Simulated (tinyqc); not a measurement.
CCSD on RHF in the sto-6g basis, frozen core, for H2F+, spin multiplicity 1, step by step (part 1 of 2). Computed by tinyqc, a small Python program that keeps every step (integrals from PySCF). Settings: charge = 1, multiplicity = 1, basis = sto-6g, method = RHF, frozen orbitals = 1, energy threshold = 1e-10, iteration cap = 75, orthogonalisation = symmetric, start = core, DIIS depth = 6, amplitude equations = CCSD, DIIS depth for amplitudes = 4, cap on updates = 53. Command: `OMP_NUM_THREADS=1 python tinyqc.py 22988 22989 out.jsonl` (the two numbers bound the seeds that draw the settings). One thread of a shared host (Intel(R) Xeon(R) Processor @ 2.60GHz), about 0.3 s of CPU time with the checks. The early iterations of the SCF are left out here.

## One-electron integrals

Geometry (angstrom):

| atom | x | y | z |
|---|---|---|---|
| F | 0.000000 | 0.000000 | 0.000000 |
| H | 0.000000 | 0.830000 | 0.455000 |
| H | 0.000000 | -0.895000 | 0.490000 |

Basis sto-6g: exponents (1/bohr^2) and contraction coefficients of normalised primitives:

| element | l (shell) | exponent | coefficient |
|---|---|---|---|
| F | s (1) | 1728.626574 | 0.009164 |
| F | s (1) | 316.941790 | 0.049361 |
| F | s (1) | 88.668891 | 0.168538 |
| F | s (1) | 30.460157 | 0.370563 |
| F | s (1) | 11.828570 | 0.416492 |
| F | s (1) | 4.871659 | 0.130334 |
| F | s (2) | 67.032281 | -0.013253 |
| F | s (2) | 13.267438 | -0.046992 |
| F | s (2) | 4.123510 | -0.033785 |
| F | s (2) | 1.586463 | 0.250242 |
| F | s (2) | 0.689002 | 0.595117 |
| F | s (2) | 0.315820 | 0.240706 |
| F | p (3) | 67.032281 | 0.003760 |
| F | p (3) | 13.267438 | 0.037679 |
| F | p (3) | 4.123510 | 0.173897 |
| F | p (3) | 1.586463 | 0.418036 |
| F | p (3) | 0.689002 | 0.425860 |
| F | p (3) | 0.315820 | 0.101708 |
| H | s (1) | 35.523221 | 0.009164 |
| H | s (1) | 6.513144 | 0.049361 |
| H | s (1) | 1.822143 | 0.168538 |
| H | s (1) | 0.625955 | 0.370563 |
| H | s (1) | 0.243077 | 0.416492 |
| H | s (1) | 0.100112 | 0.130334 |

Overlap, kinetic and nuclear-attraction integrals over the contracted functions; the nuclear repulsion is the sum of Za Zb / Rab.

nuclear repulsion = 10.00591071 hartree

overlap S:
```
           1F 1s     1F 2s    1F 2px     1F 2py    1F 2pz     2H 1s      3H 1s
1F 1s   1.000000  0.232479  0.000000   0.000000  0.000000  0.047315   0.039908
1F 2s   0.232479  1.000000  0.000000   0.000000  0.000000  0.432195   0.385685
1F 2px  0.000000  0.000000  1.000000   0.000000  0.000000  0.000000   0.000000
1F 2py  0.000000  0.000000  0.000000   1.000000  0.000000  0.296222  -0.272867
1F 2pz  0.000000  0.000000  0.000000   0.000000  1.000000  0.162387   0.149391
2H 1s   0.047315  0.432195  0.000000   0.296222  0.162387  1.000000   0.184081
3H 1s   0.039908  0.385685  0.000000  -0.272867  0.149391  0.184081   1.000000
```

kinetic energy T (hartree):
```
            1F 1s      1F 2s    1F 2px     1F 2py    1F 2pz      2H 1s      3H 1s
1F 1s   37.397730  -1.143349  0.000000   0.000000  0.000000  -0.001990  -0.003879
1F 2s   -1.143349   1.082297  0.000000   0.000000  0.000000   0.112235   0.079073
1F 2px   0.000000   0.000000  3.251325   0.000000  0.000000   0.000000   0.000000
1F 2py   0.000000   0.000000  0.000000   3.251325  0.000000   0.216830  -0.170948
1F 2pz   0.000000   0.000000  0.000000   0.000000  3.251325   0.118865   0.093592
2H 1s   -0.001990   0.112235  0.000000   0.216830  0.118865   0.768522  -0.005425
3H 1s   -0.003879   0.079073  0.000000  -0.170948  0.093592  -0.005425   0.768522
```

nuclear attraction V (hartree):
```
             1F 1s       1F 2s      1F 2px      1F 2py      1F 2pz      2H 1s      3H 1s
1F 1s   -78.900141   -8.116250    0.000000   -0.001825   -0.013362  -1.894315  -1.595374
1F 2s    -8.116250  -12.547441    0.000000   -0.018974   -0.153302  -4.176828  -3.646747
1F 2px    0.000000    0.000000  -12.480577    0.000000    0.000000   0.000000   0.000000
1F 2py   -0.001825   -0.018974    0.000000  -12.633670   -0.007983  -2.518125   2.247652
1F 2pz   -0.013362   -0.153302    0.000000   -0.007983  -12.526530  -1.422206  -1.270870
2H 1s    -1.894315   -4.176828    0.000000   -2.518125   -1.422206  -6.385679  -1.316682
3H 1s    -1.595374   -3.646747    0.000000    2.247652   -1.270870  -1.316682  -6.080775
```

core Hamiltonian H = T + V (hartree):
```
             1F 1s       1F 2s     1F 2px     1F 2py     1F 2pz      2H 1s      3H 1s
1F 1s   -41.502412   -9.259599   0.000000  -0.001825  -0.013362  -1.896305  -1.599254
1F 2s    -9.259599  -11.465145   0.000000  -0.018974  -0.153302  -4.064593  -3.567674
1F 2px    0.000000    0.000000  -9.229251   0.000000   0.000000   0.000000   0.000000
1F 2py   -0.001825   -0.018974   0.000000  -9.382345  -0.007983  -2.301295   2.076705
1F 2pz   -0.013362   -0.153302   0.000000  -0.007983  -9.275204  -1.303341  -1.177278
2H 1s    -1.896305   -4.064593   0.000000  -2.301295  -1.303341  -5.617156  -1.322107
3H 1s    -1.599254   -3.567674   0.000000   2.076705  -1.177278  -1.322107  -5.312253
```

## Two-electron integrals

Functions are numbered as in S; the eight-fold symmetry (ij|kl) = (ji|kl) = (kl|ij) leaves the list below.

Two-electron integrals (ij|kl) in chemists' order, unique and non-zero (hartree):
```
(11|11) 5.406240    (21|11) 0.768129    (21|21) 0.138909    (22|11) 1.266271
(22|21) 0.283987    (22|22) 0.926367    (31|31) 0.029452    (32|31) 0.044681
(32|32) 0.204753    (33|11) 1.266273    (33|21) 0.283987    (33|22) 0.926366
(33|33) 0.998085    (41|41) 0.029452    (42|41) 0.044681    (42|42) 0.204753
(43|43) 0.053789    (44|11) 1.266273    (44|21) 0.283987    (44|22) 0.926366
(44|33) 0.890506    (44|44) 0.998085    (51|51) 0.029452    (52|51) 0.044681
(52|52) 0.204753    (53|53) 0.053789    (54|54) 0.053789    (55|11) 1.266273
(55|21) 0.283987    (55|22) 0.926366    (55|33) 0.890506    (55|44) 0.890506
(55|55) 0.998085    (61|11) 0.166870    (61|21) 0.028916    (61|22) 0.057789
(61|33) 0.057689    (61|41) 0.001097    (61|42) 0.002140    (61|44) 0.057920
(61|51) 0.000602    (61|52) 0.001173    (61|54) 0.000127    (61|55) 0.057758
(61|61) 0.006120    (62|11) 0.401817    (62|21) 0.091372    (62|22) 0.330026
(62|33) 0.325456    (62|41) 0.005773    (62|42) 0.042573    (62|44) 0.335998
(62|51) 0.003165    (62|52) 0.023338    (62|54) 0.005779    (62|55) 0.328624
(62|61) 0.019002    (62|62) 0.142298    (63|31) 0.010408    (63|32) 0.058691
(63|43) 0.008985    (63|53) 0.004926    (63|63) 0.021459    (64|11) 0.231119
(64|21) 0.053322    (64|22) 0.205929    (64|33) 0.197011    (64|41) 0.013414
(64|42) 0.084266    (64|44) 0.221735    (64|51) 0.001648    (64|52) 0.014020
(64|54) 0.008628    (64|55) 0.199040    (64|61) 0.011603    (64|62) 0.108978
(64|64) 0.104495    (65|11) 0.126698    (65|21) 0.029231    (65|22) 0.112889
(65|33) 0.108000    (65|41) 0.001648    (65|42) 0.014020    (65|44) 0.111702
(65|51) 0.011311    (65|52) 0.066377    (65|54) 0.011015    (65|55) 0.118964
(65|61) 0.006361    (65|62) 0.059741    (65|64) 0.045520    (65|65) 0.046413
(66|11) 0.537150    (66|21) 0.124434    (66|22) 0.514797    (66|33) 0.496936
(66|41) 0.010506    (66|42) 0.106235    (66|44) 0.538136    (66|51) 0.005759
(66|52) 0.058237    (66|54) 0.022586    (66|55) 0.509317    (66|61) 0.026110
(66|62) 0.278681    (66|64) 0.247789    (66|65) 0.135836    (66|66) 0.774999
(71|11) 0.140586    (71|21) 0.024370    (71|22) 0.048732    (71|33) 0.048649
(71|41) -0.000928   (71|42) -0.001813   (71|44) 0.048841    (71|51) 0.000508
(71|52) 0.000993    (71|54) -0.000105   (71|55) 0.048706    (71|61) 0.005083
(71|62) 0.015504    (71|64) 0.008624    (71|65) 0.005188    (71|66) 0.021020
(71|71) 0.004347    (72|11) 0.350789    (72|21) 0.079829    (72|22) 0.289901
(72|33) 0.285817    (72|41) -0.005070   (72|42) -0.037998   (72|44) 0.295243
(72|51) 0.002776    (72|52) 0.020803    (72|54) -0.005161   (72|55) 0.288643
(72|61) 0.016061    (72|62) 0.101777    (72|64) 0.053287    (72|65) 0.041505
(72|66) 0.162969    (72|71) 0.014004    (72|72) 0.111570    (73|31) 0.008929
(73|32) 0.050913    (73|43) -0.007956   (73|53) 0.004356    (73|63) 0.014686
(73|73) 0.016491    (74|11) -0.207263   (74|21) -0.047839   (74|22) -0.185743
(74|33) -0.177824   (74|41) 0.011595    (74|42) 0.074026    (74|44) -0.199772
(74|51) -0.001460   (74|52) -0.012654   (74|54) 0.007660    (74|55) -0.179633
(74|61) -0.009197   (74|62) -0.055392   (74|64) -0.014719   (74|65) -0.022067
(74|66) -0.079559   (74|71) -0.008764   (74|72) -0.087743   (74|74) 0.085026
(75|11) 0.113474    (75|21) 0.026191    (75|22) 0.101692    (75|33) 0.097356
(75|41) -0.001460   (75|42) -0.012654   (75|44) 0.100660    (75|51) 0.009728
(75|52) 0.057841    (75|54) -0.009765   (75|55) 0.107059    (75|61) 0.005502
(75|62) 0.042249    (75|64) 0.021703    (75|65) 0.031690    (75|66) 0.074728
(75|71) 0.004798    (75|72) 0.048038    (75|74) -0.037522   (75|75) 0.037034
(76|11) 0.121408    (76|21) 0.027886    (76|22) 0.109228    (76|33) 0.107481
(76|41) -0.000047   (76|42) -0.000525   (76|44) 0.109800    (76|51) 0.001590
(76|52) 0.014005    (76|54) -0.000097   (76|55) 0.110403    (76|61) 0.005721
(76|62) 0.045904    (76|64) 0.030357    (76|65) 0.022041    (76|66) 0.092366
(76|71) 0.004830    (76|72) 0.041192    (76|74) -0.028488   (76|75) 0.020205
(76|76) 0.018258    (77|11) 0.503452    (77|21) 0.116728    (77|22) 0.487001
(77|33) 0.470484    (77|41) -0.009492   (77|42) -0.098790   (77|44) 0.508605
(77|51) 0.005197    (77|52) 0.054086    (77|54) -0.020871   (77|55) 0.481911
(77|61) 0.023394    (77|62) 0.176051    (77|64) 0.082837    (77|65) 0.079093
(77|66) 0.303890    (77|71) 0.020639    (77|72) 0.240395    (77|74) -0.219326
(77|75) 0.120078    (77|76) 0.092366    (77|77) 0.774999
```

## Orthogonalisation

S = U s U^T; symmetric (Loewdin) form X = U s^(-1/2) U^T, so that X^T S X = 1.

eigenvalues of S: 0.427115  0.504577  0.912341  1.000000  1.069528  1.319544  1.766896

X:
```
            1F 1s      1F 2s    1F 2px     1F 2py     1F 2pz      2H 1s      3H 1s
1F 1s    1.022687  -0.134481  0.000000  -0.001012  -0.005254   0.018543   0.016536
1F 2s   -0.134481   1.173212  0.000000   0.014304   0.056735  -0.256106  -0.212599
1F 2px   0.000000   0.000000  1.000000   0.000000   0.000000   0.000000   0.000000
1F 2py  -0.001012   0.014304  0.000000   1.084671   0.004664  -0.201123   0.179698
1F 2pz  -0.005254   0.056735  0.000000   0.004664   1.021169  -0.094425  -0.081198
2H 1s    0.018543  -0.256106  0.000000  -0.201123  -0.094425   1.153310  -0.071970
3H 1s    0.016536  -0.212599  0.000000   0.179698  -0.081198  -0.071970   1.119599
```

## Iteration 8 (converged): orbitals

converged F (hartree):
```
             1F 1s      1F 2s     1F 2px     1F 2py     1F 2pz      2H 1s      3H 1s
1F 1s   -26.937387  -6.526165   0.000000  -0.001949  -0.021652  -1.337018  -1.128479
1F 2s    -6.526165  -3.504053   0.000000  -0.017607  -0.108017  -1.307021  -1.152501
1F 2px    0.000000   0.000000  -1.042894   0.000000   0.000000   0.000000   0.000000
1F 2py   -0.001949  -0.017607   0.000000  -1.014022  -0.010022  -0.591304   0.546925
1F 2pz   -0.021652  -0.108017   0.000000  -0.010022  -1.020494  -0.379446  -0.353859
2H 1s    -1.337018  -1.307021   0.000000  -0.591304  -0.379446  -0.918823  -0.363923
3H 1s    -1.128479  -1.152501   0.000000   0.546925  -0.353859  -0.363923  -0.820679
```

Diagonalise F' = X^T F X, C = X C', fill 5 alpha and 5 beta electrons from the bottom; D = 2 C_occ C_occ^T. Each column has its largest component positive (the first on a tie).

F' = X^T F X (hartree):
```
            1          2          3          4          5          6          7
1  -26.519578  -3.208992   0.000000  -0.002060  -0.032341  -0.218864  -0.165409
2   -3.208992  -2.181743   0.000000   0.010649   0.035427  -0.548922  -0.471762
3    0.000000   0.000000  -1.042894   0.000000   0.000000   0.000000   0.000000
4   -0.002060   0.010649   0.000000  -0.758830   0.001290  -0.480316   0.444151
5   -0.032341   0.035427   0.000000   0.001290  -0.949586  -0.262504  -0.239836
6   -0.218864  -0.548922   0.000000  -0.480316  -0.262504  -0.357109  -0.080174
7   -0.165409  -0.471762   0.000000   0.444151  -0.239836  -0.080174  -0.370888
```

orbital energies (hartree): MO1 -26.940650, MO2 -2.064048, MO3 -1.216503, MO4 -1.066609, MO5 -1.042894, MO6 -0.032112, MO7 0.182188

coefficients C:
```
              MO1        MO2        MO3        MO4       MO5        MO6        MO7
1F 1s    0.997053  -0.237452   0.009424   0.056166  0.000000   0.101590   0.023617
1F 2s    0.013382   0.945584  -0.053110  -0.303593  0.000000  -0.697369  -0.181938
1F 2px   0.000000   0.000000   0.000000   0.000000  1.000000   0.000000   0.000000
1F 2py   0.000277   0.015829   0.732851  -0.039737  0.000000   0.134108  -0.832223
1F 2pz   0.001661   0.100071   0.041428   0.903071  0.000000  -0.473774  -0.099150
2H 1s   -0.002845   0.088198   0.342183   0.166360  0.000000   0.619430   0.956222
3H 1s   -0.002358   0.074018  -0.324970   0.202092  0.000000   0.883064  -0.641330
```

D after iteration 8:
```
            1F 1s      1F 2s    1F 2px     1F 2py     1F 2pz      2H 1s      3H 1s
1F 1s    2.107483  -0.457481  0.000000   0.002384   0.058013  -0.022423  -0.023277
1F 2s   -0.457481   1.978594  0.000000  -0.023773  -0.363437   0.029364   0.051727
1F 2px   0.000000   0.000000  2.000000   0.000000   0.000000   0.000000   0.000000
1F 2py   0.002384  -0.023773  0.000000   1.077799  -0.007880   0.491108  -0.490028
1F 2pz   0.058013  -0.363437  0.000000  -0.007880   1.654541   0.346464   0.352887
2H 1s   -0.022423   0.029364  0.000000   0.491108   0.346464   0.305104  -0.142088
3H 1s   -0.023277   0.051727  0.000000  -0.490028   0.352887  -0.142088   0.303861
```

## Convergence

Stop when the energy changes by less than 1e-10 hartree and every element of the error matrix X^T (F D S - S D F) X is below 3e-06.

Course of the cycle:

| iteration | E (hartree) | change | largest element of the error matrix |
|---|---|---|---|
| 1 | -98.69557949 | - | 6.57e-01 |
| 2 | -99.77945514 | -1.08e+00 | 5.24e-02 |
| 3 | -99.78202538 | -2.57e-03 | 8.13e-03 |
| 4 | -99.78210914 | -8.38e-05 | 1.91e-03 |
| 5 | -99.78212051 | -1.14e-05 | 4.66e-04 |
| 6 | -99.78212084 | -3.34e-07 | 9.92e-05 |
| 7 | -99.78212085 | -8.59e-09 | 3.86e-06 |
| 8 | -99.78212085 | -1.64e-11 | 1.42e-07 |

PySCF RHF in the same basis = -99.78212085 hartree

Converged in 8 iterations.

## Integrals over molecular orbitals

(pq|rs) = sum C_ip C_jq C_kr C_ls (ij|kl), one index at a time.

one-electron integrals over orbitals h = C^T H C (hartree):
```
            1          2          3          4          5          6          7
1  -41.488627   0.703650  -0.028007  -0.158722   0.000000  -0.304615  -0.071720
2    0.703650  -9.731214   0.034483   0.306746   0.000000   1.386798   0.343648
3   -0.028007   0.034483  -8.131139  -0.069153   0.000000  -0.398502   2.157311
4   -0.158722   0.306746  -0.069153  -8.877097   0.000000   1.209913   0.086264
5    0.000000   0.000000   0.000000   0.000000  -9.229251   0.000000   0.000000
6   -0.304615   1.386798  -0.398502   1.209913   0.000000  -5.542739   0.041356
7   -0.071720   0.343648   2.157311   0.086264   0.000000   0.041356  -6.102984
```

Two-electron integrals over orbitals (pq|rs), unique and non-zero (hartree); the lowest 1 orbital is frozen and left out:
```
(22|22) 0.861821    (32|22) 0.005673    (32|32) 0.159216    (33|22) 0.759702
(33|32) -0.006125   (33|33) 0.740088    (42|22) 0.005695    (42|32) 0.000974
(42|33) -0.004449   (42|42) 0.163751    (43|22) 0.005945    (43|32) 0.005954
(43|33) 0.005729    (43|42) -0.007309   (43|43) 0.046802    (44|22) 0.831366
(44|32) -0.007557   (44|33) 0.723024    (44|42) -0.086328   (44|43) 0.009497
(44|44) 0.921193    (52|52) 0.181997    (53|52) -0.005312   (53|53) 0.038460
(54|52) -0.031408   (54|53) 0.001800    (54|54) 0.054948    (55|22) 0.882797
(55|32) -0.005626   (55|33) 0.748260    (55|42) -0.044572   (55|43) 0.008261
(55|44) 0.850007    (55|55) 0.998085    (62|22) -0.143639   (62|32) 0.013219
(62|33) -0.088702   (62|42) -0.037970   (62|43) -0.003661   (62|44) -0.113499
(62|55) -0.152140   (62|62) 0.074229    (63|22) 0.040288    (63|32) 0.028636
(63|33) 0.032000    (63|42) -0.008877   (63|43) 0.017349    (63|44) 0.034977
(63|55) 0.042419    (63|62) -0.015844   (63|63) 0.073998    (64|22) -0.125075
(64|32) -0.009049   (64|33) -0.072255   (64|42) -0.004786   (64|43) -0.001983
(64|44) -0.131650   (64|55) -0.126153   (64|62) 0.056820    (64|63) -0.023174
(64|64) 0.061603    (65|52) -0.054662   (65|53) 0.005868    (65|54) -0.005801
(65|65) 0.026322    (66|22) 0.564792    (66|32) -0.032079   (66|33) 0.555101
(66|42) 0.064852    (66|43) -0.017419   (66|44) 0.534086    (66|55) 0.542934
(66|62) -0.047084   (66|63) -0.027702   (66|64) -0.018909   (66|66) 0.562984
(72|22) -0.037038   (72|32) -0.062971   (72|33) -0.016190   (72|42) -0.001193
(72|43) 0.020548    (72|44) -0.031256   (72|55) -0.037226   (72|62) 0.007096
(72|63) 0.023966    (72|64) 0.013575    (72|66) -0.012178   (72|72) 0.058682
(73|22) -0.203393   (73|32) 0.015020    (73|33) -0.159391   (73|42) 0.051119
(73|43) -0.002084   (73|44) -0.206043   (73|55) -0.225948   (73|62) 0.071914
(73|63) -0.013199   (73|64) 0.069097    (73|66) -0.025364   (73|72) 0.021894
(73|73) 0.156495    (74|22) -0.007331   (74|32) 0.051291    (74|33) -0.006518
(74|42) -0.007747   (74|43) -0.012939   (74|44) -0.009063   (74|55) -0.008630
(74|62) 0.009893    (74|63) 0.035105    (74|64) -0.002701   (74|66) -0.023004
(74|72) -0.010050   (74|73) 0.013167    (74|74) 0.043050    (75|52) -0.012706
(75|53) -0.024959   (75|54) 0.000741    (75|65) 0.002016    (75|75) 0.021070
(76|22) 0.003276    (76|32) 0.094589    (76|33) -0.005831   (76|42) 0.007421
(76|43) 0.038729    (76|44) -0.009129   (76|55) -0.003283   (76|62) -0.000544
(76|63) 0.079601    (76|64) -0.015741   (76|66) -0.054926   (76|72) 0.003930
(76|73) 0.023823    (76|74) 0.048763    (76|76) 0.145036    (77|22) 0.627073
(77|32) 0.038910    (77|33) 0.624220    (77|42) 0.005235    (77|43) 0.014347
(77|44) 0.603457    (77|55) 0.613623    (77|62) -0.048537   (77|63) 0.044820
(77|64) -0.036245   (77|66) 0.519175    (77|72) -0.012214   (77|73) -0.070156
(77|74) 0.018315    (77|76) 0.049231    (77|77) 0.605263
```

## CCSD: starting amplitudes

t_ij^ab = <ij||ab> / (e_i + e_j - e_a - e_b), whose energy is MP2.

Starting amplitudes (spin orbitals 1a, 1b, ...; amplitudes related by a flip of all spins are not repeated; the 24 largest):

| from | to | t |
|---|---|---|
| 3a 3b | 7a 7b | -0.055943 |
| 3a 3b | 6a 6b | -0.031239 |
| 4a 4b | 6a 6b | -0.029774 |
| 3a 4b | 6b 7a | 0.028398 |
| 2a 3b | 6a 7b | -0.020962 |
| 2a 4b | 6a 6b | -0.018530 |
| 2a 2b | 6a 6b | -0.018265 |
| 4a 4b | 7a 7b | -0.017237 |
| 3a 4b | 6a 7b | -0.014427 |
| 2a 3a | 6a 7a | -0.013977 |
| 3a 4a | 6a 7a | 0.013970 |
| 2a 2b | 7a 7b | -0.013062 |
| 5a 5b | 6a 6b | -0.013021 |
| 3a 4b | 6a 6b | 0.010444 |
| 5a 5b | 7a 7b | -0.008600 |
| 2a 3b | 6b 7a | 0.006986 |
| 2a 3b | 7a 7b | -0.006007 |
| 3a 3b | 6a 7b | 0.005110 |
| 3a 4b | 7a 7b | -0.004973 |
| 2a 3b | 6a 6b | 0.004926 |
| 2a 4b | 6b 7a | 0.004138 |
| 2a 4b | 6a 7b | -0.003016 |
| 2a 4b | 7a 7b | 0.002875 |
| 2a 2b | 6a 7b | -0.001659 |

correlation energy = -0.03041259 hartree

## CCSD: amplitude update 1

t_i^a D_i^a and t_ij^ab D_ij^ab are set to the remaining terms of the spin-orbital equations, evaluated with the old amplitudes; for the doubles these are <ij||ab> + 1/2 <ab||ef> t_ij^ef + 1/2 <mn||ij> t_mn^ab + P(ij)P(ab) <mb||ej> t_im^ae + terms in t^2 + terms with t1, D the orbital-energy denominators.

Amplitudes after update 1 (spin orbitals 1a, 1b, ...; amplitudes related by a flip of all spins are not repeated; the 24 largest):

| from | to | t |
|---|---|---|
| 3a 3b | 7a 7b | -0.069234 |
| 3a 3b | 6a 6b | -0.039394 |
| 4a 4b | 6a 6b | -0.035282 |
| 3a 4b | 6b 7a | 0.034964 |
| 2a 3b | 6a 7b | -0.025679 |
| 2a 4b | 6a 6b | -0.023789 |
| 3a 4b | 6a 7b | -0.020455 |
| 4a 4b | 7a 7b | -0.020083 |
| 2a 2b | 6a 6b | -0.018707 |
| 2a 3a | 6a 7a | -0.014713 |
| 3a 4a | 6a 7a | 0.014509 |
| 3a 4b | 6a 6b | 0.013631 |
| 2a 2b | 7a 7b | -0.013482 |
| 5a 5b | 6a 6b | -0.013460 |
| 4a | 6a | 0.012197 |
| 2a 3b | 6b 7a | 0.010965 |
| 3a | 7a | 0.008675 |
| 5a 5b | 7a 7b | -0.008288 |
| 2a 3b | 7a 7b | -0.007874 |
| 3a 4b | 7a 7b | -0.006451 |
| 2a 3b | 6a 6b | 0.006395 |
| 3a 3b | 6a 7b | 0.006109 |
| 2a 4b | 6b 7a | 0.004720 |
| 2a | 6a | 0.003794 |

correlation energy = -0.03682614 hartree
